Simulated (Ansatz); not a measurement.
# Al2F+ (triplet): from Hartree-Fock to the top rungs, def2-QZVPP

The task here is to estimate one member of a computed series from the others.

Program: Ansatz 0.2.0, Gaussian basis. Level of theory: def2-QZVPP, core rule «outside noble gas», up to 11 orbitals frozen. These are calculated values, not measurements.

The runs, in order: UHF; ROHF; CCSD(T) on UHF.

**What is computed**

The geometry is a PBE0/def2-TZVP stationary point (not a proven minimum) of the parent state, kept for this charge and spin.

3 atoms, charge 1, spin multiplicity 3.

Atoms are counted from 1 here; the program's logs count them from 0.

Bond lengths: Al1–Al2 2.338 Å, Al2–F3 1.647 Å. Angles: Al1–Al2–F3 180.0°.

The first run:

Contents of in.yaml:

```yaml
crystal:
  periodic: [false, false, false]
  atoms:
    - {symbol: Al, position_ang: [0.000000, 0.000000, 2.107800]}
    - {symbol: Al, position_ang: [0.000000, 0.000000, -0.230400]}
    - {symbol: F, position_ang: [0.000000, 0.000000, -1.877400]}
basis:
  gaussian: {orbitals: "def2-QZVPP.json"}
total_charge: 1
magnetization: {spin_polarized: true, initial_magnetization: 2}
hamiltonian: {xc: hf}
output: {orbitals: {seedname: orbitals}}
```

Run with:

```sh
$ ansatz run in.yaml --threads 1 --pin off --events-out ev --progress --plain --max-ram 2393MiB
```

Among the steps run: UHF; ROHF; CCSD(T) on UHF.

One of the session's tables, all rows but one given; the rest of the session is left out.

```
  method  from UCCSD(T) (kJ/mol)
    ROHF                       ?
     UHF                 +1003.1
    UMP2                   +62.8
   UCCSD                   +34.6
UCCSD(T)                       0
```

Estimate the missing values for ROHF.

As computed: from UCCSD(T) (kJ/mol): +1011.8. In the column «from UCCSD(T) (kJ/mol)» it is the highest.
